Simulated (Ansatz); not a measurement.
## SiH2 (SMILES [SiH2]): the energy, rung by rung

SiH2: 3 atoms, total charge 0, spin state singlet. SMILES: `[SiH2]`. Geometry: relaxed at PBE0-D4/def2-TZVP.

| atom | x (Å) | y (Å) | z (Å) |
| --- | --- | --- | --- |
| Si | -0.4912 | 0.4686 | -0.2136 |
| H | 0.8403 | 0.5786 | 0.5225 |
| H | -0.3491 | -1.0472 | -0.3089 |

Each level gives the energy change with the Si1–H2 bond stretched from 1.525 to 3.814 Å (eV). The values are calculated.

```json
{"level": "BLYP/3-21G (restricted)", "kind": "GGA", "program": "Ansatz", "value (eV)": "3.71", "less FCI/3-21G": "+1.05", "CPU time (all runs)": "1.2 s"}
{"level": "revPBE/3-21G (restricted)", "kind": "GGA", "program": "Ansatz", "value (eV)": "3.79", "less FCI/3-21G": "+1.13", "CPU time (all runs)": "1.2 s"}
{"level": "PBE0/3-21G (restricted)", "kind": "global hybrid", "program": "Ansatz", "value (eV)": "4.39", "less FCI/3-21G": "+1.73", "CPU time (all runs)": "1.2 s"}
{"level": "r2SCAN0/3-21G (restricted)", "kind": "hybrid meta-GGA", "program": "Ansatz", "value (eV)": "4.54", "less FCI/3-21G": "+1.88", "CPU time (all runs)": "3.1 s"}
{"level": "CAM-B3LYP/3-21G (restricted)", "kind": "range-separated hybrid", "program": "Ansatz", "value (eV)": "4.75", "less FCI/3-21G": "+2.09", "CPU time (all runs)": "1.5 s"}
{"level": "wB97M-V/3-21G (restricted)", "kind": "range-separated hybrid", "program": "Ansatz", "value (eV)": "4.87", "less FCI/3-21G": "+2.21", "CPU time (all runs)": "14 s"}
{"level": "CCSD(T)/3-21G (restricted)", "kind": "coupled cluster or CI", "program": "Ansatz", "value (eV)": "2.58", "less FCI/3-21G": "-0.08", "CPU time (all runs)": "0.46 s"}
{"level": "FCI/3-21G", "kind": "exact in the basis", "program": "Ansatz", "value (eV)": "2.66", "less FCI/3-21G": "0.00", "CPU time (all runs)": "1.3 s"}
```

FCI/3-21G is exact within its basis and frozen core, so for wave-function methods in that basis the difference is their error; functionals converge differently with the basis, so for them it is only a difference. The first shape isn't each level's own minimum. The values span 2.58 to 4.87 eV. All rows use very small basis sets, so none should be taken for the real molecule's value. In so small a basis fixed costs decide the times, and correlated methods can beat functionals. Times are those of the runs behind each value, whatever else they computed, on shared processors of several kinds: orders of magnitude only.
